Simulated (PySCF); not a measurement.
# A basis-limit estimate, worked out

An elementary step of AlH3SO, singlet (AlH₃SO ([OH][AlH][SH]) → AlHSO ([OH][Al][S]) + H₂; Al–H, S–H broken or loosened, H–H formed or tightened). “Start” and “end” are the PBE0-D4/def2-TZVP structures reached by relaxing down either side of its saddle point, with the molecules still in contact.

Computed with PySCF 2.14 with density fitting (its default auxiliary sets; JK sets also for MP2 and CCSD(T)) (basis: def2-TZVPP and def2-QZVPP); correlated methods freeze the cores.

Energies in eV:

| quantity | end | start |
| --- | --- | --- |
| Hartree–Fock, triple zeta (X = 3) | -19487.73550 | -19489.30291 |
| Hartree–Fock, quadruple zeta (X = 4) | -19488.33660 | -19489.91081 |
| MP2 correlation, X = 3 | -13.82914 | -13.56903 |
| MP2 correlation, X = 4 | -15.02056 | -14.72675 |
| CCSD(T) correlation, X = 3 | -15.13581 | -14.95028 |

**Question.** Work out the step energy at the basis limit: extrapolate Hartree–Fock as E(X) = E∞ + A exp(−7.88 √X) and the MP2 correlation as E(X) = E∞ + B X^−2.97 (the exponents that Neese and Valeev fitted for def2-TZVPP and QZVPP), then add CCSD(T) − MP2 in triple zeta.

**Answer.** Each step is linear, so take the differences first (end − start): Hartree–Fock 1.56741 (X = 3) and 1.57421 (X = 4); MP2 correlation -0.26011 and -0.29381; CCSD(T) correlation -0.18553.
Two points give E∞ = E(4) + w [E(4) − E(3)], with w = 1/(exp(7.88 (2 − √3)) − 1) = 0.1377 for Hartree–Fock and w = 1/((4/3)^2.97 − 1) = 0.7407 for the correlation.
Hartree–Fock: 1.57421 + 0.1377 × 0.00680 = 1.5751 eV.
MP2 correlation: -0.29381 + 0.7407 × (-0.03370) = -0.3188 eV.
CCSD(T) − MP2: -0.18553 − (-0.26011) = 0.0746 eV.
Sum: 1.5751 + (-0.3188) + 0.0746 = 1.3309 eV, or 30.69 kcal/mol. Plain CCSD(T) in triple zeta gives 1.3819 eV, so the larger basis shifts the result by -0.0510 eV.

No T1 diagnostic of these runs exceeds 0.018.

Labels in which every atom is bracketed show which atoms are joined, not bond orders.

For scale, one of the runs: CCSD(T)/def2-TZVPP, 157 basis functions, launched by `OMP_NUM_THREADS=4 python run.py`. The run took 90 s on 4 CPU threads of an Arm Neoverse V2 (shared host), with 0.99 GiB of host memory at its peak.
